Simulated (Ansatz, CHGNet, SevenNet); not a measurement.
Chalcopyrite AgInTe2: properties by level of theory

| level (code) | lattice constant a (Å) | c axis length (Å) |
|---|---|---|
| CHGNet 0.3.0 | 6.487 | 13.410 |
| SevenNet-0 | 6.576 | 13.029 |
| SevenNet-l3i5 | 6.567 | 13.038 |
| LDA (Ansatz) | 6.354 | 12.634 |
| PBE-D3(BJ) (Ansatz) | 6.469 | 12.797 |

Ansatz's density-functional and Hartree–Fock values are scalar-relativistic unless marked +SOC, with PAW data made under PBE.

The computed numbers hold no vibrational or temperature effects.

Ansatz is a program for electronic structure.
